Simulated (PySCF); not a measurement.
Molecular orbitals of F₂

BHandHLYP at R = 1.376 Å; basis F def2-TZVPPD; no relativity; PySCF 2.14. State: ¹Σg⁺ (singlet), closed shell. Only the outer orbitals are listed.

| orbital | occ. | ε (eV) | main shells (%) |
| --- | --- | --- | --- |
| σg | 2 | -41.86 | 94 s |
| σu | 2 | -34.31 | 98 s |
| σg | 2 | -18.63 | 93 p |
| πu | 2 | -18.11 | 99 p |
| πu | 2 | -18.11 | 99 p |
| πg | 2 | -14.08 | 100 p |
| πg | 2 | -14.08 | 100 p |
| σu | 0 | -1.60 | 106 p |

Which are the highest filled and the lowest empty level, where do they sit, and how wide is the gap?

Highest filled πg at -14.08 eV (in %: 100 p); lowest empty σu at -1.60 eV (in %: 106 p); the gap at BHandHLYP is 12.48 eV.

```json
{"bond order (Mayer)": "0.84", "⟨S²⟩": "0.000"}
```

Shares are Mulliken populations and can fall outside 0 to 100 %.
